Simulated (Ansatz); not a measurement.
Reaction (SMILES): C=O (CH2-O) + 2 [H][H] (H2) → C (CH4) + O (H2O)
B3LYP-D3(BJ)/def2-TZVP geometries, fixed; electronic energies without zero-point terms.

Effect of a fitting basis named in the input at MP2/def2-TZVPP with Ansatz (an electronic-structure program), against the last row, where the energy of full hydrogenation is -59.96 kcal/mol. Cores are frozen. The default fits or decomposes integrals by the program's own choice; accuracy: high also tightens integrals, grids and stops.

| setting | largest shift of a total energy (mEh) | shift of the energy of full hydrogenation (kcal/mol) |
|---|---|---|
| fitting: def2-universal-jkfit and def2-SVP-RIFIT | -2.160 | 0.053 |
| fitting: def2-universal-jkfit and cc-pVDZ-RIFIT | -1.151 | -0.135 |
| fitting: def2-universal-jkfit and cc-pVTZ-RIFIT | 0.130 | -0.018 |
| fitting: def2-universal-jkfit and aug-cc-pVTZ-RIFIT | 0.114 | -0.023 |
| fitting: def2-universal-jkfit and cc-pVQZ-RIFIT | 0.119 | -0.036 |
| fitting: def2-universal-jkfit and aug-cc-pVQZ-RIFIT | 0.109 | -0.033 |
| accuracy: high | -0.001 | 0.000 |
| accuracy: medium (default) | 0.000 | 0.000 |

Within 0.05 kcal/mol in the energy of full hydrogenation: fitting: def2-universal-jkfit and cc-pVTZ-RIFIT; fitting: def2-universal-jkfit and aug-cc-pVTZ-RIFIT; fitting: def2-universal-jkfit and cc-pVQZ-RIFIT; fitting: def2-universal-jkfit and aug-cc-pVQZ-RIFIT; accuracy: high. The largest shift is 2.160 mEh in a total energy and 0.135 kcal/mol in the difference.
